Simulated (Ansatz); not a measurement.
We consider α-phase Ga, described by BLYP (plane waves, PAW; Ansatz, a program for electronic structure).

Run with plane-wave cutoff 520 eV, 14×14×12 k mesh (along the axes of the cell as run), Fermi–Dirac smearing 0.05 eV, scalar-relativistic PAW data made under PBE.

Starting structure:

```xyz
4
Lattice="2.2600 -3.8300 0.0000 2.2600 3.8300 0.0000 0.0000 0.0000 4.5300" Properties=species:S:1:pos:R:3 pbc="T T T"
Ga     2.2600     2.6435     4.1631
Ga     2.2600     1.1865     1.8981
Ga     2.2600    -1.1865     2.6319
Ga     2.2600    -2.6435     0.3669
```

**Question.** Into what structure does the relaxation of cell and atoms lead at this level, with the symmetry of the start kept?

**Answer.** The volume rises by 15 %; final space group Cmce.
```xyz
4
Lattice="2.3940 -3.9772 0.0000 2.3940 3.9772 0.0000 0.0000 0.0000 4.7502" Properties=species:S:1:pos:R:3 pbc="T T T"
Ga     2.3940     2.7257     4.3543
Ga     2.3940     1.2514     1.9792
Ga     2.3940    -1.2514     2.7710
Ga     2.3940    -2.7257     0.3959
```
